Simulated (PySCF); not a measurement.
# C: electron affinity

C⁻ [He] 2s2 2p3 (4S) → C [He] 2s2 2p2 (3P), as a difference of total energies. Calculation: PySCF 2.14, in aug-cc-pV5Z (7s6p5d4f3g2h, 127 functions); the non-relativistic Hamiltonian (point nucleus). Correlated levels: valence: 1s2 frozen. The calculations carry no spin-orbit coupling.

```tsv
method	electron affinity (eV)
UHF	0.451
LDA	1.815
PBE	1.597
PBE0	1.419
r2SCAN	1.491
BHandHLYP	1.030
MP2 (valence)	1.295
SCS-MP2 (valence)	1.000
```

Problem. Estimate what TPSSh gives.

Solution. 1.397 eV, closest to PBE0 among the rows shown.

Problem. Estimate what PBEsol gives.

Solution. 1.611 eV, closest to PBE among the rows shown.

Errors of the correlated levels include the incompleteness of this basis and the frozen core.

In the anion the highest occupied orbital energy is positive at LDA, PBE, PBE0, r2SCAN, TPSSh, PBEsol, BHandHLYP, a self-interaction effect; the basis confines that electron, and the energy difference can still be sensible.

For comparison: 1.262 eV (measured; photodetachment measurements, as compiled on the Wikipedia data page of electron affinities).
